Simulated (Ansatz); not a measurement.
Mulliken charges of H₅OSi₂ (`O[SiH2][SiH2]`) radical from r2SCAN/def2-TZVPP in Ansatz (PBE0-D4/def2-TZVP geometry).

| atom | x (Å) | y (Å) | z (Å) | charge (e) |
| --- | --- | --- | --- | --- |
| O1 | -1.163 | -0.091 | -1.552 | -0.410 |
| Si2 | 0.159 | 0.413 | -0.700 | 0.452 |
| Si3 | 0.538 | -0.917 | 1.183 | 0.034 |
| H4 | -2.017 | -0.044 | -1.120 | 0.200 |
| H5 | 1.313 | 0.288 | -1.623 | -0.073 |
| H6 | 0.015 | 1.846 | -0.303 | -0.094 |
| H7 | 1.822 | -0.633 | 1.882 | -0.051 |
| H8 | -0.574 | -0.919 | 2.178 | -0.057 |

**Question.** By hand: the dipole of these point charges (1 e Å = 4.8032 D).

**Answer.** Σ q r = (0.006, 0.074, 0.063) e Å, of length 0.097 e Å = 0.47 D.

**Question.** How does the dipole of the full density compare? (Estimate.)

**Answer.** Ansatz gave: (-0.191, 0.058, 0.141) e Å, 1.17 D; the point charges give 0.40 times that, at 60° from its direction.

Point charges leave out the atoms' own dipoles, such as those of lone pairs, and Mulliken's split depends on the basis, so the two needn't agree.
